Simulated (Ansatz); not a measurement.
# Cl (Cmce, No. 64, 4 atoms in the cell; start mp-22848)

Calculation: PBEsol (Ansatz, a quantum-chemistry and plane-wave program, plane waves, PAW).

Numerical settings: plane-wave cutoff 500 eV, 12×12×6 k mesh (along the axes of the cell as run), Fermi–Dirac smearing 0.05 eV, scalar-relativistic PAW data made under PBE.

Cell (relaxed at this level):

```
CELL_PARAMETERS angstrom
      3.47154    -1.93885     0.00000
      3.47154     1.93885     0.00000
      0.00000     0.00000     8.00502
ATOMIC_POSITIONS crystal
  Cl 0.87342 0.12658 0.61123
  Cl 0.12658 0.87342 0.38877
  Cl 0.62658 0.37342 0.11123
  Cl 0.37342 0.62658 0.88877
```

For Cl (Cmce, No. 64, 4 atoms in the cell; start mp-22848), the band gap is 2.02 eV (on the SCF k mesh).

Note: the relaxation could not lower the start's symmetry, so the cell can be a saddle point above a distorted one.

The computed numbers hold no vibrational or temperature effects.

Cost on a shared machine: around 4 core-minutes (rough).

A start named mp-… is a Materials Project structure, which need not be a measured phase.
